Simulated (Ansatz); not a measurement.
**Nickel, fcc under RPBE: ground state and equation of state**

The plan for nickel in the fcc structure: relax it, solve it on a dense k-mesh, switch on spin-orbit coupling, then scale the cell to 7 volumes from 88 to 112 % of the relaxed one and try a fit of the equation of state. The k-meshes are 15×15×15 for the relaxation; 25×25×25 for the dense run; 15×15×15 for spin-orbit coupling; 25×25×25 for the volumes. It starts from a deposited cell (COD).

Method: DFT RPBE, plane waves (420 eV) with PAW, scalar-relativistic; PAW files made under PBE, frozen cores solved again for the functional, in Ansatz 0.2.0.

## 1. The starting structure

The structure is cubic, space group Fm-3m (No. 225). Conventional cell: a = 3.524 Å, b = 3.524 Å, c = 3.524 Å, α = 90.00°, β = 90.00°, γ = 90.00°. Ni (site symmetry m-3m) has 12 Ni at 2.49 Å as nearest neighbours.

Coordinates:

```xyz
1
Lattice="0.0000 1.7619 1.7619 1.7619 0.0000 1.7619 1.7619 1.7619 0.0000" Properties=species:S:1:pos:R:3 pbc="T T T"
Ni    0.0000    0.0000    0.0000
```

## 2. Relaxation of the cell

File input.yaml:

```yaml
crystal:
  lattice:
    - [0.0, 1.76194, 1.76194]
    - [1.76194, 0.0, 1.76194]
    - [1.76194, 1.76194, 0.0]
  atoms:
    - { symbol: Ni, position: [0.0, 0.0, 0.0] }
hamiltonian:
  xc: rpbe
  pseudopotentials:
    kind: paw
    azcp:
      Ni: "pseudopotentials/Ni.paw.azcp"
basis:
  ecutwfc: 420
  fft_grid_basis: typed
kpoints:
  mp_grid: { grid: [15, 15, 15], shift: [0, 0, 0] }
magnetization:
  spin_polarized: false
scf:
  occupations: { method: fermi_dirac, width: 0.1 }
relax:
  max_steps: 60
  f_tol: 0.01
  cell: {}
```

After this run come: Dense single point; With spin-orbit coupling; Equation of state: 88 %; Equation of state: 92 %; Equation of state: 96 %; Equation of state: 100 %; Equation of state: 104 %; Equation of state: 108 %; Equation of state: 112 %.

What does the calculation give? Wanted: space group; conventional cell; volume; shortest distance; gap on the mesh; relative to fcc, ferromagnetic; V₀, B₀, B₀′.

As calculated:

| quantity | value |
| --- | --- |
| space group (spins left aside) | Fm-3m (No. 225) |
| conventional cell | a = 3.548 Å |
| volume | 11.168 Å³/atom |
| shortest distance | 2.509 Å |
| against the deposited volume | +2.1 % (10.940 Å³/atom) |
| gap on the mesh | none (levels filled in part) |
| relative to fcc, ferromagnetic | +57 meV/atom |
| V₀, B₀, B₀′ | 11.138 Å³/atom, 184 GPa, 4.9 |

What this shows: Against experiment, RPBE misses the volume by +2.1 %. This functional tends to bind solids too weakly. The deposited cell holds zero-point motion and, unless taken cold, thermal expansion, so the miss against a static lattice is larger still. The same structure in its ferromagnetic state, relaxed in a run of its own, lies 57 meV/atom lower. Levels at the Fermi energy are filled in part, as in a metal. The total energy of the spin-orbit run lies -0.31 eV/atom from the scalar one, but the two kinds of run don't share a zero of energy: only differences within one kind count. B₀ comes out at 184 GPa, too stiff, partly because the moments are missing.
